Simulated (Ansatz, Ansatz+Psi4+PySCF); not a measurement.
```yaml
atoms:
  - { symbol: N, position_ang: [0.0000, 0.0000, 0.9670] }
  - { symbol: H, position_ang: [0.9373, 0.0000, 1.3485] }
  - { symbol: H, position_ang: [-0.4687, -0.8117, 1.3485] }
  - { symbol: H, position_ang: [-0.4687, 0.8117, 1.3485] }
```

Basis set: cc-pVTZ (spherical functions). Left uncorrelated: 1 orbital. Charge 0, multiplicity 1.

Computed with Ansatz (development build ahead of 0.2.0); each method stands on the lowest determinant of its kind that the runs found. Restricted open shells among the atoms or ions are ROHF, correlated in semicanonical orbitals with singles.

The atomization energy at this shape (free ground-state atoms in the same class of orbitals less the molecule, no zero-point energy) of singlet NH₃:

| method | atomization energy |
| --- | --- |
| RHF | 201.48 kcal/mol |

Task: What does RHF-MP2 give?

Result: 286.96 kcal/mol.
